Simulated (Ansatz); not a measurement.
# AlBH: the cost of one run

Program: Ansatz 0.2.0, Gaussian basis. Level of theory: def2-QZVPP, core rule «outside noble gas», up to 6 orbitals frozen. These are calculated values, not measurements.

To be run: UHF; ROHF; CCSD(T) on UHF.

2 further runs of the same task are left out: 2 set aside as unsound or not needed.

### Step 1. The system

The geometry is a PBE0/def2-TZVP stationary point (not a proven minimum) of the parent state, kept for this charge and spin.

3 atoms, charge 1, spin multiplicity 3.

Atoms are counted from 1 here; the program's logs count them from 0.

Bond lengths: B1–Al2 2.077 Å, Al2–H3 1.601 Å. Angles: B1–Al2–H3 125.0°.

### Step 2. UHF

Contents of in.yaml:

```yaml
crystal:
  periodic: [false, false, false]
  atoms:
    - {symbol: B, position_ang: [0.000000, -0.138799, 1.515922]}
    - {symbol: Al, position_ang: [0.000000, 0.096806, -0.547327]}
    - {symbol: H, position_ang: [0.000000, -1.102664, -1.608146]}
basis:
  gaussian: {orbitals: "def2-QZVPP.json"}
total_charge: 1
magnetization: {spin_polarized: true, initial_magnetization: 2}
hamiltonian: {xc: hf}
output: {orbitals: {seedname: orbitals}}
```

Launch:

```bash
$ ansatz run in.yaml --threads 1 --pin off --events-out ev --progress --plain --max-ram 2393MiB
```

**Question.** How long does this run take on 1 thread of Intel Xeon Platinum 8259CL at 2.50GHz, shared host, and how much memory does it need?

About 14 s, with a peak of 0.3 GiB.
